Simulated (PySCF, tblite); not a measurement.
**Band gap of rock-salt LiCl: levels of theory against measurement**

Reference value: 9.4 eV (measured, low temperature, zero-point motion not removed; as tabulated in Chen et al. (2018), doi:10.1103/physrevmaterials.2.073803).

What do GFN2-xTB, PBE, PBE0, Hartree–Fock, evGW@PBE, G0W0@Hartree–Fock, G0W0@PBE0 give, and how far is each from the reference?


```csv
level (code),value (eV),cell (Å³/atom),difference (eV)
GFN2-xTB (tblite),4.22,16.36,-5.18
PBE (PySCF),6.27 ± 0.03,16.97,-3.13
PBE0 (PySCF),8.45 ± 0.02,16.97,-0.95
Hartree–Fock (PySCF),15.27 ± 0.08,16.97,+5.87
evGW@PBE (PySCF),9.94 ± 0.1,16.97,+0.54
G0W0@Hartree–Fock (PySCF),11.00 ± 0.1,16.97,+1.60
G0W0@PBE0 (PySCF),9.64 ± 0.1,16.97,+0.24
```

Leaving aside GFN2-xTB (doubt noted below): Once the reference is moved by up to 0.66 eV (a margin picked here for doubts on the reference and the settings, and for temperature and zero-point motion) and values within 0.03 eV count as equal, the nearest can be G0W0@PBE0 (+0.24 eV), evGW@PBE (+0.54 eV) or PBE0 (-0.95 eV). Farthest off among them: Hartree–Fock (+5.87 eV).

Density-functional gaps are differences of (generalised) Kohn–Sham levels of a static lattice; semilocal ones lie below quasiparticle gaps as a rule. Measured gaps hold zero-point and thermal shifts unless a correction is named.  A ± on a computed value is a rough bar: the spread of its extrapolation, a floor set from checks against published values, or a statistical error. GFN2-xTB: the gap is read on the k mesh or supercell of the run alone and can be too large. GFN2-xTB: the method was fitted mainly to molecules. Values are at the measured cell; GFN2-xTB at the level's own relaxed cell.

Differences are worked out from the printed values.
